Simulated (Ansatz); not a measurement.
# Fe (P6_3/mmc)

The calculation used DFT r2SCAN, scalar-relativistic, plane waves, PAW in Ansatz 0.2.0.

Settings: cutoff 500 eV, Γ-centred mesh 18×18×10 on the computed 2-atom cell, Gaussian smearing of 0.10 eV; collinear spin from starting moments 3.21 3.21 μB.

The structure is relaxed at this level of theory with its symmetry kept. This form isn't the element's structure at ambient conditions.

```cif
data_structure
_symmetry_space_group_name_H-M 'P 1'
_symmetry_Int_Tables_number 1
_cell_length_a 2.5409
_cell_length_b 2.5409
_cell_length_c 4.3842
_cell_angle_alpha 90.000
_cell_angle_beta 90.000
_cell_angle_gamma 120.000
_cell_volume 24.51
loop_
_atom_site_label
_atom_site_type_symbol
_atom_site_fract_x
_atom_site_fract_y
_atom_site_fract_z
_atom_site_occupancy
Fe1 Fe 0.33333 0.66667 0.25000 1
Fe2 Fe 0.66667 0.33333 0.75000 1
```

* Space group: P6_3/mmc (No. 194)
* Volume per atom: 12.26 Å³
* Formation energy from the elements' standard states (uncorrected): +0.168 eV/atom
* Generalised Kohn–Sham band gap: none (metal)
* Density of states at the Fermi level: 2.16 states/eV per cell
* Löwdin character within 0.5 eV of the Fermi level: Fe 3d 82 %, Fe 4s 9 %, unprojected 9 %
* Bulk modulus: 151 GPa
* Its pressure derivative: 1.5
* Bader charges (e): Fe (2 in the cell) 0.00
* Total moment: 5.64 μB per cell
* Site moments (μB; atoms counted from 1 over the whole cell): Fe (atom 1) 2.92, Fe (atom 2) 2.92

The state reached may not be the lowest one.

Only this magnetic start was tried.

Cost: 8 runs of about 32 core-minutes in all, on Intel Xeon Processor @ 2.50GHz (Skylake/Cascade Lake) (shared hosts).